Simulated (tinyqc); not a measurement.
Worked calculation (part 1 of 2): RKS/BP86 in the sto-3g basis, for H2O, spin multiplicity 1. Computed by tinyqc, a small Python program that keeps every step (integrals from PySCF). Settings: charge = 0, multiplicity = 1, basis = sto-3g, energy threshold = 1e-08, iteration cap = 82, orthogonalisation = symmetric, start = random, DIIS depth = 4, DIIS from iteration = 2, method = RKS, functional = b88,p86, grid = [30, 86]. Command: `OMP_NUM_THREADS=1 python tinyqc.py 30900 30901 out.jsonl` (the two numbers bound the seeds that draw the settings). One thread of a shared host (Intel(R) Xeon(R) Processor @ 2.60GHz), about 0.7 s of CPU time with the checks. Later iterations appear only in the table of the cycle.

## One-electron integrals

Geometry (angstrom):
```
atom         x          y         z
O     0.000000   0.000000  0.000000
H     0.000000   1.012000  0.868000
H     0.000000  -1.012000  0.868000
```

Basis sto-3g: exponents (1/bohr^2) and contraction coefficients of normalised primitives:
```
element  l (shell)    exponent  coefficient
O            s (1)  130.709320     0.154329
O            s (1)   23.808861     0.535328
O            s (1)    6.443608     0.444635
O            s (2)    5.033151    -0.099967
O            s (2)    1.169596     0.399513
O            s (2)    0.380389     0.700115
O            p (3)    5.033151     0.155916
O            p (3)    1.169596     0.607684
O            p (3)    0.380389     0.391957
H            s (1)    3.425251     0.154329
H            s (1)    0.623914     0.535328
H            s (1)    0.168855     0.444635
```

Overlap, kinetic and nuclear-attraction integrals over the contracted functions; the nuclear repulsion is the sum of Za Zb / Rab.

nuclear repulsion = 6.61195241 hartree

overlap S, lower triangle:
```
           1O 1s     1O 2s    1O 2px     1O 2py    1O 2pz     2H 1s     3H 1s
1O 1s   1.000000
1O 2s   0.236704  1.000000
1O 2px  0.000000  0.000000  1.000000
1O 2py  0.000000  0.000000  0.000000   1.000000
1O 2pz  0.000000  0.000000  0.000000   0.000000  1.000000
2H 1s   0.022298  0.265777  0.000000   0.192008  0.164686  1.000000
3H 1s   0.022298  0.265777  0.000000  -0.192008  0.164686  0.114597  1.000000
```

kinetic energy T (hartree), lower triangle:
```
            1O 1s     1O 2s    1O 2px     1O 2py    1O 2pz      2H 1s     3H 1s
1O 1s   29.003200
1O 2s   -0.168011  0.808128
1O 2px   0.000000  0.000000  2.528731
1O 2py   0.000000  0.000000  0.000000   2.528731
1O 2pz   0.000000  0.000000  0.000000   0.000000  2.528731
2H 1s   -0.007191  0.013532  0.000000   0.060468  0.051864   0.760032
3H 1s   -0.007191  0.013532  0.000000  -0.060468  0.051864  -0.010379  0.760032
```

nuclear attraction V (hartree), lower triangle:
```
             1O 1s      1O 2s     1O 2px     1O 2py     1O 2pz      2H 1s      3H 1s
1O 1s   -61.412268
1O 2s    -7.370978  -9.844995
1O 2px    0.000000   0.000000  -9.736160
1O 2py    0.000000   0.000000   0.000000  -9.798476
1O 2pz   -0.010419  -0.130517   0.000000   0.000000  -9.782003
2H 1s    -0.709470  -1.896200   0.000000  -1.183336  -1.041792  -4.637371
3H 1s    -0.709470  -1.896200   0.000000   1.183336  -1.041792  -0.583762  -4.637371
```

core Hamiltonian H = T + V (hartree), lower triangle:
```
             1O 1s      1O 2s     1O 2px     1O 2py     1O 2pz      2H 1s      3H 1s
1O 1s   -32.409068
1O 2s    -7.538989  -9.036867
1O 2px    0.000000   0.000000  -7.207429
1O 2py    0.000000   0.000000   0.000000  -7.269745
1O 2pz   -0.010419  -0.130517   0.000000   0.000000  -7.253272
2H 1s    -0.716662  -1.882668   0.000000  -1.122869  -0.989928  -3.877340
3H 1s    -0.716662  -1.882668   0.000000   1.122869  -0.989928  -0.594141  -3.877340
```

## Two-electron integrals

Functions are numbered as in S; the eight-fold symmetry (ij|kl) = (ji|kl) = (kl|ij) leaves the list below.

Two-electron integrals (ij|kl) in chemists' order, unique and non-zero (hartree):
```
(11|11) 4.785065    (21|11) 0.741380    (21|21) 0.136873    (22|11) 1.118947
(22|21) 0.256633    (22|22) 0.817206    (31|31) 0.024477    (32|31) 0.037809
(32|32) 0.180518    (33|11) 1.115814    (33|21) 0.256684    (33|22) 0.817023
(33|33) 0.880159    (41|41) 0.024477    (42|41) 0.037809    (42|42) 0.180518
(43|43) 0.047444    (44|11) 1.115814    (44|21) 0.256684    (44|22) 0.817023
(44|33) 0.785270    (44|44) 0.880159    (51|51) 0.024477    (52|51) 0.037809
(52|52) 0.180518    (53|53) 0.047444    (54|54) 0.047444    (55|11) 1.115814
(55|21) 0.256684    (55|22) 0.817023    (55|33) 0.785270    (55|44) 0.785270
(55|55) 0.880159    (61|11) 0.070560    (61|21) 0.012933    (61|22) 0.024152
(61|33) 0.024108    (61|41) 0.000426    (61|42) 0.000810    (61|44) 0.024186
(61|51) 0.000366    (61|52) 0.000695    (61|54) 0.000066    (61|55) 0.024165
(61|61) 0.001236    (62|11) 0.202224    (62|21) 0.047098    (62|22) 0.170068
(62|33) 0.167018    (62|41) 0.002648    (62|42) 0.021825    (62|44) 0.172190
(62|51) 0.002271    (62|52) 0.018719    (62|54) 0.004435    (62|55) 0.170823
(62|61) 0.004544    (62|62) 0.047070    (63|31) 0.004537    (63|32) 0.027807
(63|43) 0.004321    (63|53) 0.003706    (63|63) 0.006144    (64|11) 0.120830
(64|21) 0.028471    (64|22) 0.109865    (64|33) 0.105135    (64|41) 0.005907
(64|42) 0.040803    (64|44) 0.116899    (64|51) 0.001175    (64|52) 0.011147
(64|54) 0.006384    (64|55) 0.107432    (64|61) 0.002843    (64|62) 0.037052
(64|64) 0.035014    (65|11) 0.103636    (65|21) 0.024420    (65|22) 0.094232
(65|33) 0.090175    (65|41) 0.001175    (65|42) 0.011147    (65|44) 0.092853
(65|51) 0.005545    (65|52) 0.037368    (65|54) 0.006618    (65|55) 0.099558
(65|61) 0.002439    (65|62) 0.031780    (65|64) 0.024762    (65|65) 0.027383
(66|11) 0.393549    (66|21) 0.093078    (66|22) 0.387552    (66|33) 0.374101
(66|41) 0.005717    (66|42) 0.067133    (66|44) 0.397126    (66|51) 0.004904
(66|52) 0.057580    (66|54) 0.019748    (66|55) 0.391040    (66|61) 0.009012
(66|62) 0.146440    (66|64) 0.132031    (66|65) 0.113244    (66|66) 0.774606
(71|11) 0.070560    (71|21) 0.012933    (71|22) 0.024152    (71|33) 0.024108
(71|41) -0.000426   (71|42) -0.000810   (71|44) 0.024186    (71|51) 0.000366
(71|52) 0.000695    (71|54) -0.000066   (71|55) 0.024165    (71|61) 0.001220
(71|62) 0.004417    (71|64) 0.002571    (71|65) 0.002374    (71|66) 0.008728
(71|71) 0.001236    (72|11) 0.202224    (72|21) 0.047098    (72|22) 0.170068
(72|33) 0.167018    (72|41) -0.002648   (72|42) -0.021825   (72|44) 0.172190
(72|51) 0.002271    (72|52) 0.018719    (72|54) -0.004435   (72|55) 0.170823
(72|61) 0.004417    (72|62) 0.036855    (72|64) 0.020384    (72|65) 0.024167
(72|66) 0.091198    (72|71) 0.004544    (72|72) 0.047070    (73|31) 0.004537
(73|32) 0.027807    (73|43) -0.004321   (73|53) 0.003706    (73|63) 0.004621
(73|73) 0.006144    (74|11) -0.120830   (74|21) -0.028471   (74|22) -0.109865
(74|33) -0.105135   (74|41) 0.005907    (74|42) 0.040803    (74|44) -0.116899
(74|51) -0.001175   (74|52) -0.011147   (74|54) 0.006384    (74|55) -0.107432
(74|61) -0.002571   (74|62) -0.020384   (74|64) -0.007028   (74|65) -0.013159
(74|66) -0.047855   (74|71) -0.002843   (74|72) -0.037052   (74|74) 0.035014
(75|11) 0.103636    (75|21) 0.024420    (75|22) 0.094232    (75|33) 0.090175
(75|41) -0.001175   (75|42) -0.011147   (75|44) 0.092853    (75|51) 0.005545
(75|52) 0.037368    (75|54) -0.006618   (75|55) 0.099558    (75|61) 0.002374
(75|62) 0.024167    (75|64) 0.013159    (75|65) 0.020238    (75|66) 0.064860
(75|71) 0.002439    (75|72) 0.031780    (75|74) -0.024762   (75|75) 0.027383
(76|11) 0.057278    (76|21) 0.013487    (76|22) 0.053726    (76|33) 0.052392
(76|44) 0.053295    (76|51) 0.000957    (76|52) 0.009809    (76|55) 0.055433
(76|61) 0.001290    (76|62) 0.015318    (76|64) 0.010606    (76|65) 0.011681
(76|66) 0.053350    (76|71) 0.001290    (76|72) 0.015318    (76|74) -0.010606
(76|75) 0.011681    (76|76) 0.006745    (77|11) 0.393549    (77|21) 0.093078
(77|22) 0.387552    (77|33) 0.374101    (77|41) -0.005717   (77|42) -0.067133
(77|44) 0.397126    (77|51) 0.004904    (77|52) 0.057580    (77|54) -0.019748
(77|55) 0.391040    (77|61) 0.008728    (77|62) 0.091198    (77|64) 0.047855
(77|65) 0.064860    (77|66) 0.260644    (77|71) 0.009012    (77|72) 0.146440
(77|74) -0.132031   (77|75) 0.113244    (77|76) 0.053350    (77|77) 0.774606
```

## Orthogonalisation

S = U s U^T; symmetric (Loewdin) form X = U s^(-1/2) U^T, so that X^T S X = 1.

eigenvalues of S: 0.565802  0.665182  0.885926  1.000000  1.111232  1.220221  1.551636

X, lower triangle:
```
            1O 1s      1O 2s    1O 2px     1O 2py     1O 2pz      2H 1s     3H 1s
1O 1s    1.022838
1O 2s   -0.129606   1.080614
1O 2px   0.000000   0.000000  1.000000
1O 2py   0.000000   0.000000  0.000000   1.032572
1O 2pz  -0.004160   0.035452  0.000000   0.000000   1.021412
2H 1s    0.013874  -0.141287  0.000000  -0.110988  -0.085695   1.058623
3H 1s    0.013874  -0.141287  0.000000   0.110988  -0.085695  -0.040191  1.058623
```

## Starting guess

The start is random orthonormal orbitals; D = 2 C_occ C_occ^T.

D at the start, lower triangle:
```
            1O 1s      1O 2s     1O 2px     1O 2py     1O 2pz      2H 1s     3H 1s
1O 1s    1.708059
1O 2s   -0.282331   1.177195
1O 2px  -0.734593  -0.008498   0.498102
1O 2py  -0.026111   0.798804   0.298611   1.623642
1O 2pz   0.031498  -0.158550  -0.029931   0.229245   2.017906
2H 1s    0.030328  -0.589125  -0.123786  -0.457505  -0.358178   2.313863
3H 1s   -0.305037   0.682440  -0.247632  -0.282570  -0.004250  -0.174765  0.984146
```

## Iteration 1: exchange-correlation on the grid

Becke grid with 30 radial and 86 angular points per atom, points of zero weight dropped. rho = sum D_ij phi_i phi_j; V_xc,ij = sum w v_xc phi_i phi_j plus the gradient terms; v_xc is d(rho eps)/d rho at fixed gradient.

The 8 grid points with the largest w rho, of 7734 (bohr, atomic units):
```
x                 y          z         w       rho  |grad rho|^2     eps_xc       v_xc
0.188420   0.691992  -0.691992  0.029671  0.570132      1.784077  -0.691262  -0.872398
0.000000   0.924176  -0.372970  0.029439  0.566087      1.830983  -0.690340  -0.869651
0.000000   0.372970  -0.924176  0.029515  0.561134      1.704110  -0.687767  -0.868138
0.372970   0.924176   0.000000  0.029152  0.563442      1.868280  -0.689794  -0.867773
0.229046   0.841195  -0.841195  0.050369  0.326007      0.868498  -0.592529  -0.718335
0.000000   0.453388  -1.123441  0.050118  0.322232      0.838139  -0.590257  -0.715889
0.000000   0.996599   0.000000  0.028345  0.567373      1.917086  -0.691412  -0.869519
-0.188420  0.691992  -0.691992  0.029671  0.538049      1.646960  -0.679815  -0.855444
```

electrons on the grid, sum of w rho = 10.000226

E_xc = sum of w rho eps_xc = -8.20995099 hartree

V_xc (hartree), lower triangle:
```
            1O 1s      1O 2s     1O 2px     1O 2py     1O 2pz      2H 1s      3H 1s
1O 1s   -2.927901
1O 2s   -0.394026  -0.739958
1O 2px   0.026855   0.029086  -0.669307
1O 2py  -0.013317  -0.054275  -0.026080  -0.753785
1O 2pz   0.002922   0.009605   0.005102  -0.007957  -0.778406
2H 1s   -0.038202  -0.158786   0.001955  -0.115019  -0.094402  -0.548718
3H 1s   -0.037533  -0.148608   0.005517   0.094597  -0.087853  -0.049169  -0.463753
```

## Iteration 1: building the Kohn-Sham matrix

J_ij = sum D_kl (ij|kl); F = H + J + V_xc; E = tr D H + tr D J / 2 + E_xc + E_nn.

Coulomb J (hartree), lower triangle:
```
            1O 1s      1O 2s     1O 2px     1O 2py    1O 2pz     2H 1s     3H 1s
1O 1s   14.850329
1O 2s    2.830004   7.281615
1O 2px  -0.039974  -0.079272   7.151993
1O 2py   0.050704   0.252446   0.029405   7.329280
1O 2pz   0.001183   0.103736  -0.005593   0.022644  7.344080
2H 1s    0.268876   1.627768  -0.008589   1.128686  0.961026  4.596053
3H 1s    0.266653   1.536741  -0.014128  -0.972988  0.896676  0.538467  3.979753
```

Kohn-Sham matrix F (hartree), lower triangle:
```
             1O 1s      1O 2s     1O 2px     1O 2py     1O 2pz      2H 1s      3H 1s
1O 1s   -20.486640
1O 2s    -5.103011  -2.495210
1O 2px   -0.013120  -0.050186  -0.724742
1O 2py    0.037387   0.198171   0.003325  -0.694250
1O 2pz   -0.006313  -0.017176  -0.000491   0.014687  -0.687598
2H 1s    -0.485987  -0.413686  -0.006634  -0.109202  -0.123305   0.169996
3H 1s    -0.487542  -0.494534  -0.008611   0.244477  -0.181106  -0.104843  -0.361340
```

total energy of this density = -66.60000178 hartree

## Iteration 1: diagonalisation and new density

Diagonalise F' = X^T F X, C = X C', fill 5 alpha and 5 beta electrons from the bottom; D = 2 C_occ C_occ^T. Each column has its largest component positive (the first on a tie).

F' = X^T F X (hartree), lower triangle:
```
            1          2          3          4          5          6          7
1  -20.146400
2   -2.548076  -1.593862
3   -0.007125  -0.050395  -0.724742
4    0.015036   0.195351   0.003214  -0.658921
5   -0.019643   0.013978  -0.000920   0.008798  -0.665366
6   -0.039596  -0.193921  -0.000095  -0.113316  -0.088592   0.310847
7   -0.034475  -0.167127  -0.001529   0.139793  -0.104293  -0.039805  -0.229989
```

orbital energies (hartree): MO1 -20.490473, MO2 -1.358365, MO3 -0.723488, MO4 -0.699014, MO5 -0.638621, MO6 -0.159356, MO7 0.360883

coefficients C:
```
              MO1        MO2        MO3        MO4        MO5        MO6        MO7
1O 1s    0.996390  -0.246470   0.001750   0.034807  -0.070029   0.042945   0.043515
1O 2s    0.015241   0.983589  -0.003161  -0.156892   0.292185  -0.272911  -0.271199
1O 2px   0.000699   0.074323   0.970213   0.195848  -0.121228   0.008953   0.005368
1O 2py  -0.002174  -0.277064   0.169216  -0.192775   0.884717   0.314236  -0.258473
1O 2pz   0.001045   0.030217  -0.146418   0.913417   0.292964  -0.297365  -0.168246
2H 1s   -0.001789  -0.014246  -0.000236  -0.002345   0.034837   0.021225   1.077144
3H 1s   -0.002597   0.014214  -0.051680   0.151461  -0.085640   1.059317  -0.082510
```

D after iteration 1, lower triangle:
```
            1O 1s      1O 2s     1O 2px     1O 2py    1O 2pz      2H 1s     3H 1s
1O 1s    2.119320
1O 2s   -0.506334   2.155353
1O 2px  -0.001236   0.007798   1.999782
1O 2py  -0.004495   0.031322  -0.002852   1.850580
1O 2pz   0.009228  -0.055016   0.007131   0.099911  1.885023
2H 1s   -0.001586  -0.006983  -0.011944   0.070367  0.015333   0.002851
3H 1s    0.010176  -0.069363  -0.018082  -0.235285  0.242503  -0.007048  0.066309
```

## Iteration 2: exchange-correlation on the grid

As before.

The 8 grid points with the largest w rho, of 7734 (bohr, atomic units):
```
x                  y          z         w       rho  |grad rho|^2     eps_xc       v_xc
0.575386   -0.575386  -0.575386  0.029840  0.559203      1.701434  -0.687125  -0.867071
-0.575386  -0.575386  -0.575386  0.029840  0.558922      1.697862  -0.687006  -0.866948
-0.691992  -0.188420  -0.691992  0.029675  0.559556      1.705074  -0.687267  -0.867233
0.691992   -0.188420  -0.691992  0.029675  0.558952      1.703344  -0.687059  -0.866908
0.924176    0.000000  -0.372970  0.029514  0.561055      1.714787  -0.687826  -0.867983
-0.924176   0.000000  -0.372970  0.029514  0.560688      1.709717  -0.687668  -0.867827
0.188420   -0.691992  -0.691992  0.029671  0.557717      1.692255  -0.686573  -0.866321
-0.188420  -0.691992  -0.691992  0.029671  0.557699      1.691528  -0.686561  -0.866318
```

electrons on the grid, sum of w rho = 10.000440

E_xc = sum of w rho eps_xc = -10.01652176 hartree

V_xc (hartree), lower triangle:
```
            1O 1s      1O 2s     1O 2px     1O 2py     1O 2pz      2H 1s      3H 1s
1O 1s   -3.121732
1O 2s   -0.432049  -0.841890
1O 2px  -0.000041  -0.000213  -0.837672
1O 2py  -0.000118   0.000635   0.000105  -0.834507
1O 2pz   0.000219  -0.000346  -0.000219  -0.002405  -0.835062
2H 1s   -0.041472  -0.150539   0.000010  -0.088458  -0.076431  -0.209003
3H 1s   -0.041451  -0.154959  -0.000004   0.094554  -0.081215  -0.037740  -0.291114
```

## Iteration 2: building the Kohn-Sham matrix

As before.

Coulomb J (hartree), lower triangle:
```
            1O 1s      1O 2s     1O 2px     1O 2py    1O 2pz     2H 1s     3H 1s
1O 1s   18.325710
1O 2s    3.487206   8.675076
1O 2px   0.000257   0.001052   8.670204
1O 2py  -0.000376  -0.009111  -0.000218   8.665410
1O 2pz  -0.000145   0.007916   0.000454   0.003667  8.666105
2H 1s    0.329777   1.750362   0.000137   1.111182  0.956881  3.877342
3H 1s    0.329779   1.757094   0.000167  -1.121396  0.962056  0.544147  3.936619
```

Kohn-Sham matrix F (hartree), lower triangle:
```
             1O 1s      1O 2s     1O 2px     1O 2py     1O 2pz      2H 1s      3H 1s
1O 1s   -17.205090
1O 2s    -4.483832  -1.203681
1O 2px    0.000216   0.000839   0.625103
1O 2py   -0.000495  -0.008476  -0.000113   0.561158
1O 2pz   -0.010345  -0.122946   0.000236   0.001262   0.577771
2H 1s    -0.428356  -0.282845   0.000146  -0.100145  -0.109478  -0.209000
3H 1s    -0.428334  -0.280533   0.000163   0.096027  -0.109087  -0.087734  -0.231834
```

total energy of this density = -74.19131958 hartree

## Iteration 2: diagonalisation and new density

As before.

F' = X^T F X (hartree), lower triangle:
```
            1          2          3          4          5          6          7
1  -16.853753
2   -2.473675  -0.316677
3    0.000116   0.000843   0.625103
4    0.000481  -0.008108  -0.000114   0.640005
5   -0.017071  -0.058476   0.000243   0.001658   0.630023
6   -0.021936  -0.151992   0.000025  -0.164212  -0.134463  -0.116109
7   -0.022472  -0.147570   0.000019   0.159456  -0.131486  -0.030979  -0.142903
```

orbital energies (hartree): MO1 -17.216107, MO2 -0.324855, MO3 -0.163716, MO4 0.167350, MO5 0.625103, MO6 0.672225, MO7 0.705689

coefficients C:
```
              MO1        MO2        MO3        MO4        MO5        MO6        MO7
1O 1s    0.993326  -0.124801  -0.013268  -0.246824  -0.000385  -0.004945   0.001798
1O 2s    0.027648   0.378159   0.049356   1.037148   0.001408   0.061803  -0.001827
1O 2px  -0.000013  -0.000504  -0.000021  -0.001465   0.999986   0.004876  -0.001163
1O 2py   0.000041   0.003006   0.132197   0.001368   0.001772  -0.116531   1.029453
1O 2pz   0.002070   0.114481   0.009858  -0.006908  -0.004776   1.016411   0.113471
2H 1s   -0.004250   0.486441   0.723322  -0.490770   0.000130  -0.203417  -0.346471
3H 1s   -0.004245   0.555952  -0.707948  -0.443035   0.001260  -0.268015   0.289328
```

D after iteration 2, lower triangle:
```
            1O 1s      1O 2s     1O 2px     1O 2py    1O 2pz      2H 1s     3H 1s
1O 1s    2.126740
1O 2s   -0.552758   2.443766
1O 2px   0.000052  -0.000607   1.999950
1O 2py  -0.004854   0.018166   0.003532   0.034980
1O 2pz  -0.021310   0.073329  -0.009647   0.003259  0.026556
2H 1s    0.093213  -0.578931   0.001177   0.192825  0.132399   2.001387
3H 1s    0.090288  -0.568623   0.003287  -0.185044  0.119424  -0.048381  2.013144
```
